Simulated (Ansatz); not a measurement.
**CCSDTQ/STO-3G run of CH2BN (SMILES BC#N)**

What is the vertical ionisation energy of CH2BN at CCSDTQ/STO-3G? 

The results are computed with Ansatz 0.2.0.

### Step 1. Starting point

CH2BN: 5 atoms, total charge 0, spin state singlet. As SMILES, `BC#N`. The coordinates come from a PBE0-D4/def2-TZVP relaxation.

Bond lengths: B1–C2 1.522 Å, C2–N3 1.154 Å, B1–H4 1.189 Å, B1–H5 1.189 Å. Angles: B1–C2–N3 180.0°, C2–B1–H4 118.9°, C2–B1–H5 118.9°, H4–B1–H5 122.2°.

### Step 2. The energy at CCSDTQ/STO-3G

The input, molecule.yaml:

```yaml
crystal:
  periodic: [false, false, false]
  atoms:
    - symbol: B
      position_ang: [-0.219200, 0.441300, -0.341900]
    - symbol: C
      position_ang: [0.352700, -0.696700, 0.490700]
    - symbol: "N"
      position_ang: [0.786500, -1.559600, 1.122200]
    - symbol: H
      position_ang: [-0.744300, 0.187400, -1.377600]
    - symbol: H
      position_ang: [-0.125900, 1.554000, 0.065300]
basis:
  gaussian: {orbitals: STO-3G}
correlation: {method: ccsdtq, frozen_orbitals: {B: 1, C: 1, H: 0, "N": 1}}
accuracy: high
scf: {omitted_lower_state_checks: [cluster_reference, increment]}
```

Started as:

```sh
$ ansatz run molecule.yaml --threads 1 --pin off --max-ram 2610MiB --events-out events.jsonl --progress --plain --runs-dir runs
```

Output, shortened:

```text
Warning: RAYON_NUM_THREADS=1 ignored (pool sized by the plan → 1); use --threads N
Functional definition: HF
  name "HF"
[...]
296 factors; integrals over basis functions are off by at most 8.1e-9 eV
[...]
mean field -3173.98967783 eV, -116.6419692528 hartree, gradient 3.8e-8 eV, S^2 0.000000; 0 other end points of the search recorded, 0 dependent functions left out
3 core orbitals not correlated: weight in the atoms' cores, before any rotation towards them, 1.000 or more for the frozen orbitals, at most 0.000 for the correlated occupied ones
reference -3173.98967783 eV, -116.6419692528 hartree; 7, 7 occupied and 7, 7 virtual orbitals, 296 factors
second order -4.90113160 eV of doubles, -0.00000000 eV of singles
cycle   1  -5.03211582 eV  change   -1.3e-1 eV  update   7.0e-2
[...]
cycle  26  -5.48680628 eV  change   5.1e-10 eV  update  3.2e-10
Total energy: -3179.47648411 eV, -116.8436056645 hartree
Checks for a lower state left out: cluster_reference, increment
```

Wall time 8.4 s (1 thread of Arm Neoverse V1, shared host); peak memory 0.13 GiB.

### Step 3. The doublet cation

The input, job.yaml:

```yaml
crystal:
  periodic: [false, false, false]
  atoms:
    - {symbol: B, position_ang: [-0.219200, 0.441300, -0.341900]}
    - {symbol: C, position_ang: [0.352700, -0.696700, 0.490700]}
    - {symbol: N, position_ang: [0.786500, -1.559600, 1.122200]}
    - {symbol: H, position_ang: [-0.744300, 0.187400, -1.377600]}
    - {symbol: H, position_ang: [-0.125900, 1.554000, 0.065300]}
basis:
  gaussian:
    orbitals: STO-3G
total_charge: 1
magnetization:
  spin_polarized: true
  initial_magnetization: 1
correlation:
  method: ccsdtq
  frozen_orbitals: {B: 1, C: 1, H: 0, "N": 1}
accuracy: high
scf:
  omitted_lower_state_checks: [cluster_reference, increment]
```

Started as:

```sh
$ ansatz run job.yaml --threads 1 --pin off --max-ram 2610MiB --events-out events.jsonl --progress --plain --runs-dir runs
```

Output:

```text
Warning: RAYON_NUM_THREADS=1 ignored (pool sized by the plan → 1); use --threads N
[... 15 lines left out ...]
3 core orbitals not correlated: weight in the atoms' cores, before any rotation towards them, 1.000 or more for the frozen orbitals, at most 0.000 for the correlated occupied ones
[... 51 lines left out ...]
Total energy: -3168.71595245 eV, -116.4481634197 hartree
Checks for a lower state left out: cluster_reference, increment
```

Wall time 69 s (1 thread of Arm Neoverse V1, shared host); peak memory 0.3 GiB.

### Step 4. Summary of results

At CCSDTQ/STO-3G, 3 core orbitals frozen:

| quantity | value |
| --- | --- |
| singlet CH2BN: total energy | -116.84361 Eh |
| singlet CH2BN: correlation energy (3 core orbitals frozen) | -201.6 mEh |
| singlet CH2BN: T1 diagnostic | 0.008 |
| doublet cation: total energy | -116.44816 Eh |
| doublet cation: correlation energy (3 core orbitals frozen) | -183.1 mEh |
| doublet cation: ⟨S²⟩ of the reference determinant | 1.135 |
| doublet cation: T1 diagnostic | 0.058 |
| vertical ionisation energy (to the doublet cation) | 10.761 eV |

**Reading.** Removing an electron at fixed nuclei costs 10.76 eV (1038 kJ/mol). In a minimal basis such a difference can be off by several eV, whatever the method. ⟨S²⟩ (doublet cation) is 1.13 where a pure doublet has 0.75: the reference is spin-contaminated. The T1 diagnostic (doublet cation) of 0.058 is above the customary mark for such species, so a single reference may not serve.
